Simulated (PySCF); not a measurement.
How the method changes the constants of LiSi⁻

State: ³Σ⁻ (triplet), unpaired electrons π ↑↑. Set-up: Li aug-pcseg-1, Si aug-pcseg-1; no relativity (PySCF 2.14). De refers to Li + Si⁻ in their high-spin ground configurations, without counterpoise correction. The functionals are run spin-unrestricted. A positive dipole points towards Si; it is taken about the centre of mass and depends on that origin. Levels whose curve was spin-contaminated or gave no clean fit are not listed.

| Level | Re (Å) | ωe (cm⁻¹) | De (eV) | μ (D) |
| --- | --- | --- | --- | --- |
| ROHF | 2.617 | 304 | n/a | -0.37 |
| ROHF-MP2 | 2.559 | 372 | 0.69 | n/a |
| ROHF-SCS-MP2 | 2.583 | 353 | n/a | n/a |
| ROHF-CCSD | 2.646 | 293 | 1.03 | n/a |
| ROHF-CCSD(T) | 2.611 | 309 | 1.14 | n/a |

Task: What does second-order correlation do here, going from ROHF to ROHF-MP2?

Result: ROHF-MP2 less ROHF: -5.8 pm in Re, +22.4 % in ωe. Correlation nearly always deepens the well. The bond shortens, as in weak, metallic or heavy-atom bonds, where dispersion and the correlation of outer-core electrons pull the atoms together.

Task: What does the triples do here, going from ROHF-CCSD to ROHF-CCSD(T)?

Result: ROHF-CCSD(T) less ROHF-CCSD: -3.5 pm in Re, +5.5 % in ωe, +0.11 eV in De. Correlation nearly always deepens the well. The bond shortens, as in weak, metallic or heavy-atom bonds, where dispersion and the correlation of outer-core electrons pull the atoms together.

Task: What does all correlation do here, going from ROHF to ROHF-CCSD(T)?

Result: ROHF-CCSD(T) less ROHF: -0.6 pm in Re, +1.6 % in ωe. Correlation nearly always deepens the well. The bond shortens, as in weak, metallic or heavy-atom bonds, where dispersion and the correlation of outer-core electrons pull the atoms together.

Correlated steps freeze 5 core orbitals. Correlated levels converge slowly with the basis: in double zeta they bind strong bonds too weakly, by up to about 1 eV, and carry superposition errors of some tenths. For an ion De counts to the pair picked by the measured ionisation energies or electron affinities, which need not be the lowest pair at this level. The CCSD T1 diagnostic is raised, a sign that a single reference may not be enough here. UHF is strongly spin-contaminated for LiSi⁻, so the ROHF reference used there is far from stable. The state was picked by a PBE0 search and need not be the measured ground state.
